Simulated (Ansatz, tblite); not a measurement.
**The cluster PS₂: isomers from a random search**

One table from this session's results is given with a row withheld; the runs are named, their logs left out.

The runs use Ansatz 0.2.0, Gaussian basis; relaxed with PBE-D4/def2-TZVP, doublet.

## Starting geometry

3 atoms, charge 0, spin multiplicity 2.

Atoms are counted from 1 here; the program's logs count them from 0.

Bond lengths: P1–S2 1.960 Å, P1–S3 1.960 Å. Angles: S2–P1–S3 119.5°.

Geometry (Å):

```xyz
3

P     0.56498   -0.32679    0.08291
S    -0.21086   -0.13584   -1.70710
S    -0.35412    0.46263    1.62419
```

A search from random starts with GFN2-xTB found 3 distinct shapes; 2 go on here. The structure above is candidate A, which lies 0.00 eV above the lowest at that level; B lies 0.30 eV above the lowest at that level.

Set-up of the first run:

Contents of in.yaml:

```yaml
crystal:
  periodic: [false, false, false]
  atoms:
    - {symbol: P, position_ang: [0.564980, -0.326790, 0.082910]}
    - {symbol: S, position_ang: [-0.210860, -0.135840, -1.707100]}
    - {symbol: S, position_ang: [-0.354120, 0.462630, 1.624190]}
basis:
  gaussian: {orbitals: def2-TZVP}
magnetization: {spin_polarized: true, initial_magnetization: 1}
hamiltonian: {xc: pbe, dispersion: d4}
scf: {lower_state_search: "off"}
output: {orbitals: {seedname: orbitals}}
relax: {f_tol: 0.02, max_steps: 100}
```

Started as:

```console
$ ansatz run in.yaml --threads 2 --pin off --events-out ev --progress --plain --max-ram 4352MiB
```

Among the steps run: Relaxing candidate A; Relaxing candidate B; Candidate B, PBE0-D4/def2-TZVP; Candidate B, PBE-D4/def2-TZVP; Candidate B, r2SCAN-D4/def2-TZVP; Candidate B, HSE06-D4/def2-TZVP; Candidate B, LC-ωPBE/def2-TZVP; Candidate B, CCSD(T)/def2-TZVPP.

One table of the session follows, with a row left open; its other results are not shown here.

| method | B above A (kcal/mol) |
| --- | --- |
| GFN1-xTB | 24.3 |
| GFN2-xTB | 5.1 |
| HF/def2-TZVPP | 2.4 |
| PBE-D4/def2-TZVP | 10.8 |
| r2SCAN-D4/def2-TZVP | 12.3 |
| PBE0-D4/def2-TZVP | 7.1 |
| HSE06-D4/def2-TZVP | 7.4 |
| LC-ωPBE/def2-TZVP | ? |
| MP2/def2-TZVPP | 10.0 |
| CCSD/def2-TZVPP | 6.4 |
| CCSD(T)/def2-TZVPP | 9.0 |

Q: Estimate the row for LC-ωPBE/def2-TZVP from the others.

The run gave: B above A (kcal/mol): 2.0. In the column «B above A (kcal/mol)» it is the lowest.

Among the levels timed on like hardware and quicker than the yardstick, those that no quicker one beats, quickest first: GFN2-xTB (0.006 s, -3.9 kcal/mol); PBE-D4/def2-TZVP (3.9 s, +1.8 kcal/mol); HSE06-D4/def2-TZVP (5.2 s, -1.6 kcal/mol).

Times add the two runs; a level without a time comes out of a correlated run.

Caveats from the session: The search was small, so a lower isomer may exist. Only doublets are compared; another spin may lie lower and prefer another shape.
